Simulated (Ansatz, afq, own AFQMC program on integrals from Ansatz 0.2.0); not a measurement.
Atomization energy of SiPH₅, singlet

```yaml
atoms:
  - { symbol: Si, position_ang: [-0.6313, -0.3589, -0.3893] }
  - { symbol: P, position_ang: [1.0936, -0.0115, 1.0412] }
  - { symbol: H, position_ang: [-1.8574, -0.6227, 0.4221] }
  - { symbol: H, position_ang: [-0.3185, -1.5717, -1.2034] }
  - { symbol: H, position_ang: [-0.8968, 0.7884, -1.3105] }
  - { symbol: H, position_ang: [0.6451, 1.2925, 1.4175] }
  - { symbol: H, position_ang: [1.9653, 0.4839, 0.0224] }
```

Atoms in their ground-state spins without spin–orbit coupling (mostly on UHF) minus the molecule (RHF), without zero-point energy. The geometry is a stationary point, not shown to be a minimum.

Basis def2-TZVP. Only valence electrons are correlated. Ansatz 0.2.0 and our own AFQMC program on the same integrals; the CISD trial comes from CCSD amplitudes, and released means the phaseless constraint is let go. Error bars are statistical, one sigma. The errors of all members are added in quadrature.

No full CI on the walks' own integrals is used here; CCSDT(Q) serves as the reference and is uncertain by about the last step of the cluster series. Each member takes its own surest rung, up to full CI.

The best estimate is CCSD(T) at the basis-set limit (CBS: def2-TZVPP and def2-QZVPP, with their diffuse functions for anions and beside diffuse sets, CCSD(T) itself extrapolated) plus the step from CCSD(T) to CCSDT(Q) in def2-TZVP. Rows without CBS are in def2-TZVP; B2PLYP and the wave-function rows carry a basis error of their own. Core correlation and relativity beyond core potentials are missing, and ± holds the sampling alone.

Cautions: other spins of the molecule weren't checked.

Best estimate: 1915.2 kJ/mol.

| level | atomization energy (kJ/mol) | error against the best estimate (kJ/mol) |
| --- | --- | --- |
| HF | 1410.3 | -504.8 |
| MP2 | 1773.2 | -142.0 |
| CCSD | 1805.3 | -109.9 |
| CCSD(T) | 1819.6 | -95.6 |
| CCSDT | 1819.2 | -96.0 |
| CCSDT(Q) | 1820.2 | -95.0 |
| ph-AFQMC/CISD | 1821.6 ± 0.6 | -93.6 ± 0.6 |
| released AFQMC | 1821.1 ± 0.6 | -94.1 ± 0.6 |
| HF/CBS | 1416.1 | -499.1 |
| MP2/CBS | 1870.8 | -44.4 |
| CCSD(T)/CBS | 1914.7 | -0.5 |
| PBE | 1878.9 | -36.3 |
| r2SCAN | 1901.5 | -13.6 |
| PBE0 | 1874.5 | -40.6 |
| B3LYP | 1904.2 | -11.0 |
| wB97M-V | 1923.3 | 8.1 |
| B2PLYP | 1871.8 | -43.4 |

Correlation beyond CCSD(T) adds 0.5 kJ/mol. Going to the basis-set limit adds 95.1 kJ/mol at CCSD(T). The perturbative (T) step is worth +14.3 kJ/mol. The functionals spread over 51.5 kJ/mol; wB97M-V and B3LYP come nearest and B2PLYP is 43.4 kJ/mol too low.

Best estimates are given only where the step beyond CCSD(T) is under 0.3 eV and no member's determinant is very poor (T1 over 0.05, or 0.07 for open shells, ⟨S²⟩ too high by 0.3, two states mixed), so the hardest cases are missing from such tables.

The functionals ran in a triple-zeta set and keep a basis error of their own, a few kJ/mol for each bond in atomization energies and more for double hybrids, so close places among them and the extrapolated levels can swap.

CCSDT and higher add their correlation energy to the determinant of the CCSD(T) run, since their own runs factorise the integrals more tightly (a shift of under 2 meV). Each member of a difference takes its own highest rung, so a best estimate needn't equal the limit plus the step of one row. Released energies are given only where the last usable release times agree within the noise; a slower fall can still hide under it.
